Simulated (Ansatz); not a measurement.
fcc Ag was calculated with PBEsol (plane waves, PAW; Ansatz, a quantum-chemistry and plane-wave program).

Run with plane-wave cutoff 520 eV, 18×18×18 k mesh, Fermi–Dirac smearing 0.1 eV, perturbation theory, force constants from a 6×6×6 q mesh, no spin polarisation, scalar-relativistic PAW data made under PBE.

Computed at the level's own relaxed cell. Harmonic vibrational thermodynamics at fixed volume:

```csv
T (K),S_vib (J/K per mol of atoms),C_V (J/K per mol of atoms),F_vib (eV/atom)
0,0.00,0.00,0.0214
200,31.83,23.45,-0.0111
300,41.52,24.26,-0.0494
600,58.55,24.77,-0.2079
700,62.38,24.82,-0.2707
900,68.62,24.87,-0.4067
1000,71.24,24.88,-0.4792
```

The crystal is taken as a harmonic solid at every temperature: melting, phase changes and thermal expansion are not seen, nor the electrons' share in a metal.
